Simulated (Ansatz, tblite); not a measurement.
# The cluster K₄Na₄: rung by rung

An exercise on one series of results from a longer session: the logs are not shown, and one member is left open.

Method: as each input shows; program: Ansatz 0.2.0, Gaussian basis.

Levels to be run: GFN1-xTB, GFN2-xTB, PBE/def2-TZVP, r2SCAN/def2-TZVP, B3LYP/def2-TZVP, BHLYP/def2-TZVP, r2SCANh/def2-TZVP, PBE/def2-SVP, PBE0/def2-SVP, HF/STO-3G, HF/6-31G, B3LYP/6-31G, PBE0/def2-TZVPD, PBE/def2-TZVPD, B3LYP/def2-TZVPD, CCSD(T)/def2-SVP, MP2/def2-TZVP, RPA/def2-TZVP.

3 further runs of the same task are left out: 1 that didn't finish, 2 set aside as unsound or not needed.

## The geometry

The singlet was relaxed beforehand with B3LYP/def2-SVP. At that level it is the lowest of the isomers that a small search found.

8 atoms, charge 0, spin multiplicity 1.

Bond lengths: Na1–Na2 3.746 Å, Na1–Na3 3.563 Å, Na1–K7 3.982 Å, Na1–K8 3.815 Å, Na2–Na3 3.557 Å, Na2–K5 3.822 Å, Na2–K7 3.999 Å, Na3–K5 4.096 Å, Na3–K6 3.786 Å, Na3–K8 4.086 Å, Na4–K5 4.030 Å, Na4–K6 4.308 Å, Na4–K7 3.845 Å, Na4–K8 4.027 Å, K5–K6 4.512 Å, K5–K7 4.558 Å, K6–K8 4.523 Å, K7–K8 4.554 Å. Angles: Na2–Na1–Na3 58.2°, Na2–Na1–K7 62.2°, Na2–Na1–K8 107.8°, Na3–Na1–K7 86.4°, Na3–Na1–K8 67.2°, K7–Na1–K8 71.4°, Na1–Na2–Na3 58.3°, Na1–Na2–K5 107.7°, Na1–Na2–K7 61.8°, Na3–Na2–K5 67.3°, Na3–Na2–K7 86.2°, K5–Na2–K7 71.2°, Na1–Na3–Na2 63.5°, Na1–Na3–K5 105.7°, Na1–Na3–K6 128.6°, Na1–Na3–K8 59.4°, Na2–Na3–K5 59.4°, Na2–Na3–K6 128.5° and more.

PBE0/def2-TZVP was run before; its log isn't repeated, and its numbers join the tables.

The first run:

Tight binding, by tblite at 300 K electronic temperature and without a spin-polarisation term:

```python
tblite.interface.Calculator('GFN1-xTB', numbers, positions, charge=0, uhf=0).singlepoint()
```

Tight binding, by tblite at 300 K electronic temperature and without a spin-polarisation term:

```python
tblite.interface.Calculator('GFN2-xTB', numbers, positions, charge=0, uhf=0).singlepoint()
```

start.molden holds the orbitals of an earlier run on this state, given as this run's starting guess.

The input, in.yaml:

```yaml
crystal:
  periodic: [false, false, false]
  atoms:
    - {symbol: Na, position_ang: [2.365019, 0.803286, 2.302372]}
    - {symbol: Na, position_ang: [3.136723, 0.141143, -1.303253]}
    - {symbol: Na, position_ang: [1.049729, -2.030564, 0.589136]}
    - {symbol: Na, position_ang: [-2.913782, 1.271396, -0.841326]}
    - {symbol: K, position_ang: [-0.159274, -0.647047, -3.071485]}
    - {symbol: K, position_ang: [-2.572217, -2.945071, -0.028813]}
    - {symbol: K, position_ang: [0.491141, 3.010483, -0.431250]}
    - {symbol: K, position_ang: [-1.397339, 0.396373, 2.784619]}
basis:
  gaussian: {orbitals: def2-TZVP, initial_orbitals: start.molden}
hamiltonian: {xc: pbe}
scf: {omitted_lower_state_checks: [starts]}
output: {orbitals: {seedname: orbitals}}
```

Run with:

```console
$ ansatz run in.yaml --threads 4 --pin off --events-out ev --progress --plain --max-ram 4787MiB
```

Among the steps run: PBE/def2-TZVP; r2SCAN/def2-TZVP; B3LYP/def2-TZVP; BHLYP/def2-TZVP; r2SCANh/def2-TZVP; PBE/def2-SVP; PBE0/def2-SVP; HF/STO-3G; HF/6-31G; B3LYP/6-31G; PBE0/def2-TZVPD; PBE/def2-TZVPD; B3LYP/def2-TZVPD; CCSD(T)/def2-SVP; MP2/def2-TZVP; RPA/def2-TZVP.

One table of the session follows, with a row left open; its other results are not shown here.

It belongs to the step «Levels side by side». 

```
            level  LUMO (eV)  gap (eV)
        HF/STO-3G       6.25      3.76
         HF/6-31G       0.06      3.52
     PBE/def2-SVP      -1.75      0.90
    PBE/def2-TZVP      -1.74      0.89
   PBE/def2-TZVPD      -1.74      0.89
 r2SCAN/def2-TZVP          ?         ?
r2SCANh/def2-TZVP      -1.51      1.22
      B3LYP/6-31G      -1.40      1.47
  B3LYP/def2-TZVP      -1.40      1.47
 B3LYP/def2-TZVPD      -1.41      1.46
    PBE0/def2-SVP      -1.36      1.61
   PBE0/def2-TZVP      -1.35      1.61
  PBE0/def2-TZVPD      -1.35      1.61
  BHLYP/def2-TZVP      -0.86      2.31
```

Estimate the missing values for r2SCAN/def2-TZVP.

As computed: LUMO (eV): -1.64; gap (eV): 0.95. In the column «LUMO (eV)» it lies between PBE/def2-TZVPD (-1.74) and r2SCANh/def2-TZVP (-1.51).
